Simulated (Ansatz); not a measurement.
Species: C2H6N (charge 0, doublet). SMILES: [CH2]CN
Geometry: optimised at B3LYP-D3(BJ)/def2-TZVP (Ansatz, an electronic-structure program).

Property: atomisation energy, in kcal/mol. Conventions: UHF or UKS for open shells; non-relativistic; LANL2DZ all-electron up to Ne; 6-311+G** with 5d; spin-orbit terms left out; frozen cores in correlated levels; 6-31G* and kin with 6d, 5d where marked; atomisation electronic, to ground-state atoms. CBS marks a two-point X^-3 extrapolation of the correlation energy; Hartree-Fock from the larger set. [CCSD(T)-MP2]/basis is that difference in the basis named. First-principles rows: single points at B3LYP-D3(BJ) geometries (Ansatz).

Coupled cluster (Ansatz) is a level with limits of its own, used here on species with T1 under 0.025 (0.045 for open shells) and stable references: RI-MP2/CBS(cc-pVTZ,cc-pVQZ)+[CCSD(T)-MP2]/cc-pVTZ.

Value to compare with, RI-MP2/CBS(cc-pVTZ,cc-pVQZ)+[CCSD(T)-MP2]/cc-pVTZ (Ansatz): 768.4 kcal/mol.

| level | program | atomisation energy (kcal/mol) | difference |
|---|---|---|---|
| MP2/STO-3G | Ansatz | 731.2 | -37.2 |
| MP2/3-21G | Ansatz | 640.6 | -127.8 |
| MP2/LANL2DZ | Ansatz | 636.9 | -131.5 |
| MP2/6-31G* | Ansatz | 691.9 | -76.5 |
| MP2/6-311+G** | Ansatz | 725.8 | -42.6 |

Among the 5 habitual levels, MP2/LANL2DZ lies farthest from RI-MP2/CBS(cc-pVTZ,cc-pVQZ)+[CCSD(T)-MP2]/cc-pVTZ (Ansatz) (-131.5 kcal/mol) and MP2/STO-3G nearest (-37.2); 0 of 5 lie above it, and their mean absolute difference is 83.1 kcal/mol, the median 76.5. One case shows no general order.

The sets are all those run for this method; runs whose electronic state is in doubt are left out.
